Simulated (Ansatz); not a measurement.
**hcp Hf**

All values below come from PBE-D3(BJ) (plane waves, PAW; Ansatz, a quantum-chemistry and plane-wave program).

Numerical settings: plane-wave cutoff 500 eV, 30×30×14 k mesh (along the axes of the cell as run), Fermi–Dirac smearing 0.1 eV, scalar-relativistic PAW data made under PBE.

Cell (relaxed at this level):

```
CELL_PARAMETERS angstrom
      1.58480    -2.74495     0.00000
      1.58480     2.74495     0.00000
      0.00000     0.00000     5.02316
ATOMIC_POSITIONS crystal
  Hf 0.33333 0.66667 0.25000
  Hf 0.66667 0.33333 0.75000
```

| Item | Value |
|---|---|
| volume per atom | 21.85 Å³/atom |
| lattice parameter a | 3.170 Å |
| c axis length | 5.023 Å |

Measured, for comparison: lattice constant a 3.194 Å (293 K, not corrected to a static lattice, our sources range from 3.194 to 3.200; as tabulated in Wikipedia's data pages); lattice parameter c 5.051 Å (293 K, not corrected to a static lattice; as tabulated in Wikipedia's data pages). Computed (rounded) less measured: lattice constant a -0.8 % (-0.8 % to -0.9 % over the range), lattice parameter c -0.6 %. A static lattice is as a rule a little smaller and stiffer than an uncorrected measurement, which narrows the difference in the lattice constant a, lattice parameter c and would widen misses of the other sign.

Spin–orbit coupling is not included.

The computed numbers hold no vibrational or temperature effects.

Cost on a shared machine: very roughly 6 core-minutes.
